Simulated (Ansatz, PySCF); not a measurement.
Species: C2H5N (charge 0, singlet). 
Geometry from a B3LYP-D3(BJ)/def2-TZVP (Ansatz, a program for electronic structure) optimisation:
```
C
H 1 1.0830
H 1 1.0841 2 114.71
N 1 1.4686 2 114.80 3 -142.73
H 4 1.0144 1 110.39 2 146.03
C 4 1.4686 5 110.39 1 -65.01
H 6 1.0830 4 114.80 5 -146.03
H 6 1.0841 7 114.71 4 -142.73
```

Wanted: atomisation energy (electronic, to ground-state atoms), in kJ/mol. Correlated levels leave the core frozen unless marked. Open shells are spin-unrestricted. Spin-orbit coupling is left out. No relativistic terms. The coupled-cluster limit lacks core correlation, which all-electron functionals hold. Basis-set limits of correlation are two-point, X^-3; Hartree-Fock from the larger set. The bracket is a focal-point correction in the basis named.

```tsv
level	program	atomisation energy (kJ/mol)
HF/cc-pVDZ	Ansatz	2074.1
PBE/def2-TZVPD	Ansatz	3092.9
PBE0-D4/def2-TZVPD	Ansatz + dftd4	3038.8
MN15-D3(BJ)/def2-TZVPD	PySCF + dftd3	3022.6
B2GP-PLYP-D4/def2-TZVPD	Ansatz + dftd4	2968.0
RPA@PBE/cc-pVTZ	Ansatz	2823.2
RI-MP2/CBS(cc-pVTZ,cc-pVQZ)+[CCSD(T)-MP2]/cc-pVTZ	Ansatz	3008.9
```
